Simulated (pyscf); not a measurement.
PySCF, gas phase, ωB97X-D3(BJ)/def2-SVP geometries. MP2 and CC: frozen core, UHF for open shells. ΔMP2 is the change of the MP2 total energy from the triple- to the quadruple-zeta basis.

Question: For `[CH2][OH]` [doublet] → `[CH3][O]` [doublet], a hydrogen shift (doublet surface; H–O broken, C–H formed), PBE/def2-TZVP gives ΔE‡ = 36.6 kcal/mol and ΔE = +7.5 kcal/mol (zero: the reactant's lowest minimum found). In which direction and how far do r²SCAN/def2-TZVP, M06-2X/def2-TZVP, CCSD(T)/def2-TZVPP + ΔMP2(QZVPP) move these?

Answer: r²SCAN: ΔE‡ = 39.5 kcal/mol, ΔE = +7.0 kcal/mol; M06-2X: ΔE‡ = 40.9 kcal/mol, ΔE = +8.0 kcal/mol; CCSD(T): ΔE‡ = 42.0 kcal/mol, ΔE = +9.5 kcal/mol. PBE's barrier lies under all of them, by 2.8 to 5.4 kcal/mol. Its reaction energy lies among theirs. Low barriers are usual for a GGA, whose delocalisation error favours stretched bonds. One saddle was located; it need not be the lowest between these sides. The CCSD(T) − MP2 part came from Ansatz, without density fitting, on the same reference.
